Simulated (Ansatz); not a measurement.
# CH5Al (triplet): from Hartree-Fock to the top rungs at distance Al1–H4 along a hydrogen transfer = 1.883 Å, cc-pVDZ

How much of the correlation energy of CH5Al (triplet) does each wave-function method recover here?

The runs use Ansatz 0.2.0, Gaussian basis; cc-pVDZ, core rule «outside noble gas», up to 6 orbitals frozen.

Plan: UHF; CCSD(T) on ROHF; CCSD(T) on UHF; BCCD(T) on ROHF; CISD; CCSDT(Q) on ROHF; CCSDT(Q) on UHF; CASSCF and NEVPT2, 4 electrons in 4 orbitals.

7 further runs of the same task are left out: 1 for a mislabelled method, 6 that didn't finish.

### 1 The geometry

The geometry derives from fragments relaxed apart (PBE0/def2-TZVP) and kept rigid, so it is no stationary point. A hydrogen atom is moved between rigid fragments.

7 atoms, charge 0, spin multiplicity 3.

Atoms are counted from 1 here; the program's logs count them from 0.

Bond lengths: Al1–H2 1.586 Å, Al1–H3 1.586 Å, Al1–H4 1.883 Å, H4–C5 1.209 Å, C5–H6 1.079 Å, C5–H7 1.079 Å. Angles: H2–Al1–H3 120.0°, H2–Al1–H4 120.0°, H3–Al1–H4 120.0°, Al1–H4–C5 180.0°, H4–C5–H6 112.6°, H4–C5–H7 112.6°, H6–C5–H7 134.8°.

### 2 UHF

in.yaml

```yaml
crystal:
  periodic: [false, false, false]
  atoms:
    - {symbol: Al, position_ang: [-1.010748, 0.000000, 0.000000]}
    - {symbol: H, position_ang: [-1.803672, 1.373384, 0.000000]}
    - {symbol: H, position_ang: [-1.803672, -1.373384, 0.000000]}
    - {symbol: H, position_ang: [0.872252, 0.000000, 0.000000]}
    - {symbol: C, position_ang: [2.081252, 0.000000, 0.000000]}
    - {symbol: H, position_ang: [2.495720, 0.000000, 0.996161]}
    - {symbol: H, position_ang: [2.495720, 0.000000, -0.996161]}
basis:
  gaussian: {orbitals: cc-pVDZ}
magnetization: {spin_polarized: true, initial_magnetization: 2}
hamiltonian: {xc: hf}
output: {orbitals: {seedname: orbitals}}
```

Run with:

```
$ ansatz run in.yaml --threads 1 --pin off --events-out ev --progress --plain --max-ram 2393MiB
```

After this run come: CCSD(T) on ROHF; CCSD(T) on UHF; BCCD(T) on ROHF; CISD; CCSDT(Q) on ROHF; CCSDT(Q) on UHF; CASSCF and NEVPT2, 4 electrons in 4 orbitals.

**Question.** What will the summary of the whole plan be? Wanted: UCCSDT(Q) below the RHF energy; RMP2 from UCCSDT(Q); UMP2 from UCCSDT(Q); RCCSD from UCCSDT(Q); RCCSD(T) from UCCSDT(Q); UCCSD(T) from UCCSDT(Q); RCCSDT(Q) from UCCSDT(Q); NEVPT2 pair from UCCSDT(Q); T1 diagnostic.

**Answer**, as computed:

| quantity | value |
| --- | --- |
| UCCSDT(Q) below the RHF energy | -6.7859 eV |
| RMP2 from UCCSDT(Q) | +30.26 kcal/mol |
| UMP2 from UCCSDT(Q) | +30.85 kcal/mol |
| RCCSD from UCCSDT(Q) | +3.82 kcal/mol |
| RCCSD(T) from UCCSDT(Q) | +0.77 kcal/mol |
| UCCSD(T) from UCCSDT(Q) | +0.78 kcal/mol |
| RCCSDT(Q) from UCCSDT(Q) | +0.02 kcal/mol |
| NEVPT2 pair from UCCSDT(Q) | +30.74 kcal/mol |
| levels within 1 kcal/mol (43 meV) | RCCSD(T), UCCSD(T), BCCD(T), RCCSDT, UCCSDT, RCCSDT(Q) |
| T1 diagnostic | 0.019 |

RCCSD(T) lands +0.77 kcal/mol from the yardstick (0.5 % of the correlation energy). These misses are within one basis, not against nature; the frozen cores of restricted and unrestricted runs differ, which can shift their rows.
